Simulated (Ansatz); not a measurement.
CH₄S (`CS`), one more setting.

```yaml
crystal:
  periodic: [false, false, false]
  atoms:
    - {symbol: C, position_ang: [-0.144726, -0.282396, -0.375086]}
    - {symbol: S, position_ang: [0.565118, 0.041781, 1.253919]}
    - {symbol: H, position_ang: [-1.183620, 0.040448, -0.429978]}
    - {symbol: H, position_ang: [-0.109401, -1.363233, -0.511793]}
    - {symbol: H, position_ang: [0.439055, 0.186598, -1.166150]}
    - {symbol: H, position_ang: [0.433563, 1.376810, 1.229078]}
basis:
  gaussian: {orbitals: aug-cc-pVTZ}
hamiltonian: {xc: {name: B2GP-PLYP}}
```

```sh
$ ansatz run in.yaml --threads 2 --pin off --events-out ev --progress --plain --max-ram 32768MiB --backend cpu
```

It prints (some lines left out):

```
Functional definition: B2GP-PLYP
1037 factors; integrals over basis functions are off by at most 1.4e-3 eV
mean field evaluation 1: about -11926.4355 eV, gradient 2.9e1 eV
mean field evaluation 2: about -11926.4361 eV, gradient 2.9e1 eV
mean field evaluation 4: about -11928.3935 eV, gradient 2.0e0 eV
mean field evaluation 8: about -11928.4070 eV, gradient 2.9e-2 eV
mean field evaluation 16: about -11928.4070 eV, gradient 2.9e-6 eV
mean field -11928.40696947 eV, -438.3608707635 hartree, gradient 2.9e-6 eV, S^2 0.000000; 0 other end points of the search recorded, 0 dependent functions left out
6 core orbitals not correlated: weight in the atoms' cores, before any rotation towards them, 1.000 or more for the frozen orbitals, at most 0.000 for the correlated occupied ones
reference -11928.40708581 eV, -438.3608750386 hartree; 7, 7 occupied and 175, 175 virtual orbitals, 1037 factors
second order -11.61902585 eV of doubles, -0.00000000 eV of singles
Total energy: -11932.58993511 eV, -438.5145919154 hartree
```

It took 3.5 s on 2 threads of an AMD EPYC 7R13 on a shared host, with 0.39 GiB of host memory at the peak.
